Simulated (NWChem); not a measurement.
Molecule: hydrogen sulfide (H2S); SMILES S

Computed with NWChem. Coordinates come from a PBE0/def2-SVP optimisation. Ions are spin-unrestricted doublets at the neutral geometry; other ion states weren't tried.

```
level             basis functions  vertical ionisation energy, ΔSCF (eV)  −ε(HOMO) (eV)  ΔSCF minus −ε(HOMO) (eV)
----------------  ---------------  -------------------------------------  -------------  ------------------------
PBE0/3-21G                     17                                  10.58           7.52                      3.06
PBE0/pcseg-1                   28                                  10.37           7.52                      2.85
PBE0/aug-pcseg-1               45                                  10.36           7.54                      2.82
PBE0/pcseg-2                   62                                  10.35           7.53                      2.82
PBE0/def2-TZVPP                70                                  10.33           7.49                      2.84
PBE0/def2-QZVP                130                                  10.34           7.54                      2.80
```
